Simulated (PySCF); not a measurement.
Simulated outer-valence photoelectron spectrum of 2-hydroxyprop-2-enal, `C=C(O)C=O`. Computed with EOM-IP-CCSD/aug-cc-pVDZ in PySCF, restricted Hartree–Fock reference, 5 core orbitals frozen, non-relativistic, gas phase, PBE0-D3(BJ)/def2-SVP geometry.

Each root has a Gaussian of 0.5 eV full width with its one-hole share as area; cross sections and vibrations are left out, and the highest printed point is 100.

```tsv
ionisation energy (eV)	intensity
9.0	0
9.2	3
9.4	21
9.6	52
9.8	53
10.0	23
10.2	7
10.4	19
10.6	50
10.8	54
11.0	24
11.2	4
11.4	0
11.6	0
11.8	0
12.0	0
12.2	0
12.4	0
12.6	0
12.8	1
13.0	10
13.2	45
13.4	95
13.6	96
13.8	47
14.0	10
14.2	2
14.4	7
14.6	33
14.8	68
15.0	86
15.2	100
15.4	93
15.6	51
15.8	14
16.0	3
16.2	9
16.4	35
16.6	57
16.8	38
17.0	10
17.2	1
```

Question: Where are the maxima, and how many lines lie under the curve?

Answer: 5 maxima, at 9.7, 10.7, 13.5, 15.3 and 16.6 eV, from 8 lines. At this width some lines have no maximum of their own.

Question: List the lines with their holes.

Answer: 
| E (eV) | leading hole (HF orbital) | area | Koopmans (eV) |
| --- | --- | --- | --- |
| 9.71 | HOMO | 0.96 | 9.99 |
| 10.72 | HOMO-1 | 0.94 | 12.51 |
| 13.41 | HOMO-2 | 0.92 | 14.77 |
| 13.59 | HOMO-3 | 0.94 | 15.53 |
| 14.83 | HOMO-4 | 0.95 | 16.19 |
| 15.19 | HOMO-5 | 0.90 | 16.76 |
| 15.43 | HOMO-6 | 0.94 | 17.25 |
| 16.61 | HOMO-7 | 0.93 | 18.74 |

The widest gap, 2.69 eV, lies between 10.72 and 13.41 eV. Only orbitals with −ε under 21 eV, eight at most, were ionised, so the high end of the curve may lack lines.

The values belong to the conformer `[CH2:1]=[C:2]([OH:3])[CH:4]=[O:5]`: C1–C2–C4–O5 180°, H–O3–C2–C1 180°.
